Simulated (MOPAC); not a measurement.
A run for MOPAC: PM3 on CH4 (SMILES C).

```
PM3 1SCF PRECISE CHARGE=0 THREADS=1
CH4

C      0.00000000 1    -0.00000000 1     1.77071609 1
H      0.51593378 1    -0.89362352 1     1.42025061 1
H     -0.00000000 1     0.00000000 1     2.85805859 1
H      0.51593378 1     0.89362352 1     1.42025061 1
H     -1.03186756 1     0.00000000 1     1.42025061 1
```

The log:

```
*******************************************************************************
 **                                                                           **
 **                              MOPAC v23.2.5                                **
 **                                                                           **
 *******************************************************************************
 ** MOPAC's Digital Object Identifier: https://doi.org/10.5281/zenodo.6511958 **
 **                                                                           **
 ** Please cite the open-source release paper for use of this MOPAC version:  **
 ** J. E. Moussa and J. J. P. Stewart (2026)                                  **
 ** MOPAC: An open-source semiempirical molecular orbital program             **
 ** J. Open Source Softw., 11(119), 8025, https://doi.org/10.21105/joss.08025 **
 *******************************************************************************

                              PM3 CALCULATION RESULTS

 *******************************************************************************
 *  PM3        - The PM3 Hamiltonian to be used
 *
 *
 *
 *                 CHARGE ON SYSTEM = 0
 *
 *
 *
 *  PRECISE    - TIGHTER CRITERIA TO BE USED
 *  1SCF       - DO 1 SCF AND THEN STOP
 *  THREADS=1  - MULTI-THREADING NOT USED
 *  T=         - A TIME OF 172800.0 SECONDS REQUESTED
 *  DUMP=N     - RESTART FILE WRITTEN EVERY 7200.0 SECONDS REQUESTED
 *******************************************************************************
PM3 1SCF PRECISE CHARGE=0 THREADS=1
 CH4

   ATOM   CHEMICAL          X               Y               Z
  NUMBER   SYMBOL      (ANGSTROMS)     (ANGSTROMS)     (ANGSTROMS)

     1       C          0.00000000  *  -0.00000000  *   1.77071609  *
     2       H          0.51593378  *  -0.89362352  *   1.42025061  *
     3       H         -0.00000000  *   0.00000000  *   2.85805859  *
     4       H          0.51593378  *   0.89362352  *   1.42025061  *
     5       H         -1.03186756  *   0.00000000  *   1.42025061  *



          CARTESIAN COORDINATES

    NO.       ATOM           X           Y           Z

     1         C          0.0000     -0.0000      1.7707
     2         H          0.5159     -0.8936      1.4203
     3         H         -0.0000      0.0000      2.8581
     4         H          0.5159      0.8936      1.4203
     5         H         -1.0319      0.0000      1.4203

  H: (PM3): J. J. P. STEWART, J. COMP. CHEM. 10, 209 (1989).
  C: (PM3): J. J. P. STEWART, J. COMP. CHEM. 10, 209 (1989).

           Empirical Formula: C H4  =     5 atoms



      MOLECULAR POINT GROUP   :   C3v


      RHF CALCULATION, NO. OF DOUBLY OCCUPIED LEVELS = 4


 -------------------------------------------------------------------------------
 PM3 1SCF PRECISE CHARGE=0 THREADS=1
 CH4



     1SCF WAS SPECIFIED, SO BFGS WAS NOT USED
     SCF FIELD WAS ACHIEVED


                              PM3 CALCULATION
                                                       MOPAC v23.2.5 Linux




          FINAL HEAT OF FORMATION =        -12.97604 KCAL/MOL =     -54.29176 KJ/MOL


          COSMO AREA              =         54.59 SQUARE ANGSTROMS
          COSMO VOLUME            =         37.03 CUBIC ANGSTROMS

          IONIZATION POTENTIAL    =         13.579479 EV
          HOMO LUMO ENERGIES (EV) =        -13.579  4.230
          NO. OF FILLED LEVELS    =          4
          MOLECULAR WEIGHT        =         16.0426         POINT GROUP:  C3v

          MOLECULAR DIMENSIONS (Angstroms)

            Atom       Atom       Distance
            H     5    H     2     1.78725
            H     4    H     3     1.76976
            H     3    H     2     1.25748


          SCF CALCULATIONS        =          1





   ATOM   CHEMICAL          X               Y               Z
  NUMBER   SYMBOL      (ANGSTROMS)     (ANGSTROMS)     (ANGSTROMS)

     1       C          0.00000000  *  -0.00000000  *   1.77071609  *
     2       H          0.51593378  *  -0.89362352  *   1.42025061  *
     3       H         -0.00000000  *   0.00000000  *   2.85805859  *
     4       H          0.51593378  *   0.89362352  *   1.42025061  *
     5       H         -1.03186756  *   0.00000000  *   1.42025061  *

                             CARTESIAN COORDINATES

   1    C        0.000000000    -0.000000000     1.770716090
   2    H        0.515933780    -0.893623520     1.420250610
   3    H       -0.000000000     0.000000000     2.858058590
   4    H        0.515933780     0.893623520     1.420250610
   5    H       -1.031867560     0.000000000     1.420250610


           Empirical Formula: C H4  =     5 atoms



      MOLECULAR POINT GROUP   :   C3v


                  EIGENVALUES
 -29.84266 -13.65970 -13.65970 -13.57948   4.22957   4.56119   4.59798   4.59798


              NET ATOMIC CHARGES AND DIPOLE CONTRIBUTIONS

  ATOM NO.   TYPE          CHARGE      No. of ELECS.   s-Pop       p-Pop
    1          C          -0.111029        4.1110     1.11192     2.99910
    2          H           0.028679        0.9713     0.97132
    3          H           0.024993        0.9750     0.97501
    4          H           0.028679        0.9713     0.97132
    5          H           0.028679        0.9713     0.97132
 DIPOLE           X         Y         Z       TOTAL
 POINT-CHG.    -0.000     0.000    -0.014     0.014
 HYBRID         0.000    -0.000     0.017     0.017
 SUM           -0.000     0.000     0.003     0.003


          ATOMIC ORBITAL ELECTRON POPULATIONS

     Atom    s        px        py        pz
    1  C   1.11192   0.99883   0.99883   1.00145
    2  H   0.97132
    3  H   0.97501
    4  H   0.97132
    5  H   0.97132

 **********************
 *                    *
 * JOB ENDED NORMALLY *
 *                    *
 **********************




 == MOPAC DONE ==
```

The run finished.

Cost: around 0.03 core-seconds (rough).
